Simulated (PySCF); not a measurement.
# C2H4Be, a complex of two parts: interaction energy

One table from this session's results is given with a row withheld; the runs are named, their logs left out.

Programs: PySCF 2.14.0. All values are calculated, for the isolated system unless a continuum is named. Atoms count from 0, parts from 1.

## Starting point

7 atoms, charge 0, multiplicity 1; geometry: GFN2-xTB. Parts: 1 = atoms 0–2, `[BeH2]`, charge 0; 2 = atoms 3–6, `C#C`, charge 0.

The first run:

Job settings and geometry (Å):

```
{"job": {"xc": "PBE0", "basis": "def2-TZVPD", "d3": "d3bj", "grid": 3, "kind": "geom", "shake": 0.01}, "charge": 0, "multiplicity": 1, "parts": [{"atoms": "0-2", "charge": 0, "multiplicity": 1}, {"atoms": "3-6", "charge": 0, "multiplicity": 1}]}
Be     0.049251    -0.154454     0.484653
H     -1.151305    -0.505457     0.060855
H      0.965084     0.584500    -0.043263
C      1.027763    -0.531303     2.310485
C     -0.076299    -1.088696     2.352139
H      1.943516    -0.091763     2.370867
H     -0.970806    -1.593429     2.506610
```

On the command line:

```bash
> OMP_NUM_THREADS=1 python cluster_run.py task.json out
```

The driver reads the jobs from task.json and runs them one after another.

Steps of the session up to this table: Optimising the geometry at PBE0-D3(BJ)/def2-TZVPD; Coupled-cluster interaction energy: CCSD(T) and MP2, 1.91 Å; Coupled-cluster interaction energy: CCSD(T) and MP2, 2.01 Å; Coupled-cluster interaction energy: CCSD(T) and MP2, 2.10 Å; Coupled-cluster interaction energy: CCSD(T) and MP2, 1.82 Å; Coupled-cluster interaction energy: CCSD(T) and MP2, 2.39 Å; Coupled-cluster interaction energy: CCSD(T) and MP2, 1.72 Å; Coupled-cluster interaction energy: CCSD(T) and MP2, 2.87 Å; Coupled-cluster interaction energy: CCSD(T) and MP2, 3.83 Å.

One table of the session follows, with a row left open; its other results are not shown here.

It belongs to the step «Coupled-cluster interaction energy: CCSD(T) and MP2, 3.83 Å». 

```
                 method  interaction energy (kcal/mol)
         HF/aug-cc-pVDZ                          -2.56
        MP2/aug-cc-pVDZ                          -2.72
       CCSD/aug-cc-pVDZ                          -2.60
    CCSD(T)/aug-cc-pVDZ                          -2.68
         HF/aug-cc-pVQZ                          -2.57
        MP2/aug-cc-pVQZ                          -2.82
    SCS-MP2/aug-cc-pVQZ                          -2.65
      MP2, extrapolated                          -2.83
CCSD(T), limit estimate                              ?
```

Estimate the missing values for CCSD(T), limit estimate.

As computed: interaction energy (kcal/mol): -2.79. In the column «interaction energy (kcal/mol)» it lies between MP2/aug-cc-pVQZ (-2.82) and MP2/aug-cc-pVDZ (-2.72).
